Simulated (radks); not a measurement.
**O²⁻ held by a Watson sphere**

Aim: the size and levels of O²⁻ inside a shell of charge +2 and radius R, which stands for the Madelung well of a crystal, for several R.

Method: non-relativistic Kohn-Sham, PBE, spin-polarised, spherical densities, point nucleus. Code: radks (a radial shooting solver on a logarithmic mesh, Libxc functionals) version 1.

**1. The atom as given**

| Item | Value |
| --- | --- |
| element | oxygen (Z = 8) |
| charge | -2 |
| electrons | 10 |
| configuration | [Ne] |

The outer shells:

O²⁻
```
[He] core
2s [↑↓]
2p [↑↓][↑↓][↑↓]
```

**2. R = 1.73 bohr**

The run's settings:

```text
Z 8
configuration [Ne]
relativity non-relativistic
functional pbe,pbe
spin polarised
nucleus point
watson charge 2 radius 1.73 bohr
response adiabatic LDA kernel
```

**3. R = 1.75 bohr**

The run's settings:

```text
Z 8
configuration [Ne]
relativity non-relativistic
functional pbe,pbe
spin polarised
nucleus point
watson charge 2 radius 1.75 bohr
response adiabatic LDA kernel
```

**4. R = 2.21 bohr**

The run's settings:

```text
Z 8
configuration [Ne]
relativity non-relativistic
functional pbe,pbe
spin polarised
nucleus point
watson charge 2 radius 2.21 bohr
response adiabatic LDA kernel
```

**5. R = 2.52 bohr**

The run's settings:

```text
Z 8
configuration [Ne]
relativity non-relativistic
functional pbe,pbe
spin polarised
nucleus point
watson charge 2 radius 2.52 bohr
response adiabatic LDA kernel
```

**6. R = 2.7 bohr**

The run's settings:

```text
Z 8
configuration [Ne]
relativity non-relativistic
functional pbe,pbe
spin polarised
nucleus point
watson charge 2 radius 2.7 bohr
response adiabatic LDA kernel
```

**7. R = 2.91 bohr**

Settings, as their differences from step 6:

```diff
@@ -6,3 +6,3 @@
 nucleus point
-watson charge 2 radius 2.7 bohr
+watson charge 2 radius 2.91 bohr
 response adiabatic LDA kernel
```

**8. R = 2.97 bohr**

The run's settings:

```text
Z 8
configuration [Ne]
relativity non-relativistic
functional pbe,pbe
spin polarised
nucleus point
watson charge 2 radius 2.97 bohr
response adiabatic LDA kernel
```

**9. R = 3.12 bohr**

The run's settings:

```text
Z 8
configuration [Ne]
relativity non-relativistic
functional pbe,pbe
spin polarised
nucleus point
watson charge 2 radius 3.12 bohr
response adiabatic LDA kernel
```

**10. R = 3.51 bohr**

The run's settings:

```text
Z 8
configuration [Ne]
relativity non-relativistic
functional pbe,pbe
spin polarised
nucleus point
watson charge 2 radius 3.51 bohr
response adiabatic LDA kernel
```

Before running it: what results should come out? Wanted: for each run, R; highest level; its <r>; sum of <r²>; α.

**Answer**, as computed:

```tsv
R (bohr)	highest level (eV)	its <r> (bohr)	sum of <r²> (bohr²)	α (bohr³)
1.73	-8.746	1.424	19.78	11.30
1.75	-8.667	1.429	19.93	11.54
2.21	-6.992	1.540	23.18	18.33
2.52	-6.045	1.607	25.37	24.84
2.7	-5.561	1.645	26.65	29.53
2.91	-5.052	1.686	28.18	36.02
2.97	-4.917	1.698	28.62	38.10
3.12	-4.598	1.727	29.74	43.79
3.51	-3.885	1.799	32.76	62.44
```

In words: From R = 1.73 to 3.51 bohr the top level moves from -8.746 to -3.885 eV and its mean radius from 1.42 to 1.80 bohr. A wider sphere makes a shallower well, so the ion swells. The polarisability goes from 11.3 to 62.4 bohr³. Response by self-consistent Sternheimer equations with the Hartree and adiabatic LDA kernel. The sphere does not respond.
